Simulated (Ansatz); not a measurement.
**BeF+ (triplet): wave-function methods side by side, def2-QZVPP**

One table from this session's results is given with a row withheld; the runs are named, their logs left out.

Program: Ansatz 0.2.0, Gaussian basis. Level of theory: def2-QZVPP, core rule «outside noble gas», up to 2 orbitals frozen. These are calculated values, not measurements.

To be run: UHF; ROHF; CCSD(T) on UHF.

2 further runs of the same task are left out: 2 set aside as unsound or not needed.

### The system

The geometry is a PBE0/def2-TZVP stationary point (not a proven minimum) of the parent state, kept for this charge and spin.

2 atoms, charge 1, spin multiplicity 3.

Atoms are counted from 1 here; the program's logs count them from 0.

Bond lengths: F1–Be2 1.370 Å.

Set-up of the first run:

Contents of in.yaml:

```yaml
crystal:
  periodic: [false, false, false]
  atoms:
    - {symbol: F, position_ang: [0.000000, 0.000000, 0.000000]}
    - {symbol: Be, position_ang: [0.000000, 0.000000, 1.370100]}
basis:
  gaussian: {orbitals: "def2-QZVPP.json"}
total_charge: 1
magnetization: {spin_polarized: true, initial_magnetization: 2}
hamiltonian: {xc: hf}
output: {orbitals: {seedname: orbitals}}
```

Launch:

```
$ ansatz run in.yaml --threads 1 --pin off --events-out ev --progress --plain --max-ram 2393MiB
```

Among the steps run: UHF; ROHF; CCSD(T) on UHF.

One table of the session follows, with a row left open; its other results are not shown here.

It belongs to the step «Misses and costs». 

```
  method  from UCCSD(T) (meV)
    ROHF              +6613.0
     UHF              +6481.0
    UMP2                    ?
   UCCSD               +131.8
UCCSD(T)                    0
```

Estimate the missing values for UMP2.

**Answer.** from UCCSD(T) (meV): +454.9. In the column «from UCCSD(T) (meV)» it lies between UCCSD (+131.8) and UHF (+6481.0).
